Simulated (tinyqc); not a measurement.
Inside a calculation. Method: CIS on RHF in the sto-6g basis, frozen core, for LiH, spin multiplicity 1. One step of it, computed by the program tinyqc.

Question. Iteration 1: building the Fock matrix. J_ij = sum D_kl (ij|kl), K_ij = sum D_kl (ik|jl); F = H + J - 0.5 K; E = tr D H + tr D J / 2 - 0.25 tr D K + E_nn.

D at the start:
```
            1Li 1s     1Li 2s   1Li 2px   1Li 2py    1Li 2pz      2H 1s
1Li 1s    2.075341  -0.222146  0.000000  0.000000   0.005467  -0.017795
1Li 2s   -0.222146   1.013240  0.000000  0.000000  -0.005499   0.094804
1Li 2px   0.000000   0.000000  0.000000  0.000000   0.000000   0.000000
1Li 2py   0.000000   0.000000  0.000000  0.000000   0.000000   0.000000
1Li 2pz   0.005467  -0.005499  0.000000  0.000000   0.003654   0.056569
2H 1s    -0.017795   0.094804  0.000000  0.000000   0.056569   0.909986
```

core Hamiltonian H = T + V (hartree):
```
            1Li 1s     1Li 2s    1Li 2px    1Li 2py    1Li 2pz      2H 1s
1Li 1s   -4.712760  -1.000932   0.000000   0.000000  -0.010710  -0.119624
1Li 2s   -1.000932  -1.341547   0.000000   0.000000  -0.097886  -0.468525
1Li 2px   0.000000   0.000000  -1.102770   0.000000   0.000000   0.000000
1Li 2py   0.000000   0.000000   0.000000  -1.102770   0.000000   0.000000
1Li 2pz  -0.010710  -0.097886   0.000000   0.000000  -1.178497  -0.622523
2H 1s    -0.119624  -0.468525   0.000000   0.000000  -0.622523  -1.257761
```

Two-electron integrals (ij|kl) in chemists' order, unique and non-zero (hartree):
```
(11|11) 1.681247   (21|11) 0.242603   (21|21) 0.044507   (22|11) 0.397190
(22|21) 0.090279   (22|22) 0.290625   (31|31) 0.009437   (32|31) 0.014261
(32|32) 0.064236   (33|11) 0.397190   (33|21) 0.090279   (33|22) 0.290625
(33|33) 0.313125   (41|41) 0.009437   (42|41) 0.014261   (42|42) 0.064236
(43|43) 0.016875   (44|11) 0.397190   (44|21) 0.090279   (44|22) 0.290625
(44|33) 0.279374   (44|44) 0.313125   (51|51) 0.009437   (52|51) 0.014261
(52|52) 0.064236   (53|53) 0.016875   (54|54) 0.016875   (55|11) 0.397190
(55|21) 0.090279   (55|22) 0.290625   (55|33) 0.279374   (55|44) 0.279374
(55|55) 0.313125   (61|11) 0.027901   (61|21) 0.005037   (61|22) 0.010418
(61|33) 0.010267   (61|44) 0.010267   (61|51) 0.000678   (61|52) 0.001410
(61|55) 0.010718   (61|61) 0.000633   (62|11) 0.095547   (62|21) 0.022160
(62|22) 0.079263   (62|33) 0.074832   (62|44) 0.074832   (62|51) 0.003668
(62|52) 0.024379   (62|55) 0.088124   (62|61) 0.003086   (62|62) 0.040254
(63|31) 0.001533   (63|32) 0.007785   (63|53) 0.003361   (63|63) 0.002314
(64|41) 0.001533   (64|42) 0.007785   (64|54) 0.003361   (64|64) 0.002314
(65|11) 0.125872   (65|21) 0.029418   (65|22) 0.108268   (65|33) 0.100831
(65|44) 0.100831   (65|51) 0.005707   (65|52) 0.037792   (65|55) 0.123143
(65|61) 0.004237   (65|62) 0.059690   (65|65) 0.089276   (66|11) 0.262186
(66|21) 0.061726   (66|22) 0.243050   (66|33) 0.222207   (66|44) 0.222207
(66|51) 0.010543   (66|52) 0.089636   (66|55) 0.284738   (66|61) 0.008914
(66|62) 0.160801   (66|65) 0.245803   (66|66) 0.774999
```

nuclear repulsion = 0.78707567 hartree

Give: Coulomb J; exchange K; Fock matrix F; total energy of this density.

Answer.

Coulomb J (hartree):
```
         1Li 1s  1Li 2s  1Li 2px  1Li 2py  1Li 2pz   2H 1s
1Li 1s   4.0552  0.6390   0.0000   0.0000   0.0109  0.0754
1Li 2s   0.6390  1.3278   0.0000   0.0000   0.0899  0.4295
1Li 2px  0.0000  0.0000   1.3071   0.0000   0.0000  0.0000
1Li 2py  0.0000  0.0000   0.0000   1.3071   0.0000  0.0000
1Li 2pz  0.0109  0.0899   0.0000   0.0000   1.3692  0.6029
2H 1s    0.0754  0.4295   0.0000   0.0000   0.6029  1.5264
```

exchange K (hartree):
```
         1Li 1s  1Li 2s  1Li 2px  1Li 2py  1Li 2pz   2H 1s
1Li 1s   3.4271  0.5013   0.0000   0.0000   0.0071  0.0690
1Li 2s   0.5013  0.4006   0.0000   0.0000   0.0720  0.2636
1Li 2px  0.0000  0.0000   0.0823   0.0000   0.0000  0.0000
1Li 2py  0.0000  0.0000   0.0000   0.0823   0.0000  0.0000
1Li 2pz  0.0071  0.0720   0.0000   0.0000   0.1816  0.2836
2H 1s    0.0690  0.2636   0.0000   0.0000   0.2836  0.8037
```

Fock matrix F (hartree):
```
          1Li 1s   1Li 2s  1Li 2px  1Li 2py  1Li 2pz    2H 1s
1Li 1s   -2.3711  -0.6125   0.0000   0.0000  -0.0034  -0.0787
1Li 2s   -0.6125  -0.2140   0.0000   0.0000  -0.0440  -0.1709
1Li 2px   0.0000   0.0000   0.1632   0.0000   0.0000   0.0000
1Li 2py   0.0000   0.0000   0.0000   0.1632   0.0000   0.0000
1Li 2pz  -0.0034  -0.0440   0.0000   0.0000   0.0999  -0.1614
2H 1s    -0.0787  -0.1709   0.0000   0.0000  -0.1614  -0.1332
```

total energy of this density = -7.728890 hartree

This density is the starting one; it is not idempotent, so its energy is not variational and may lie below the converged one.
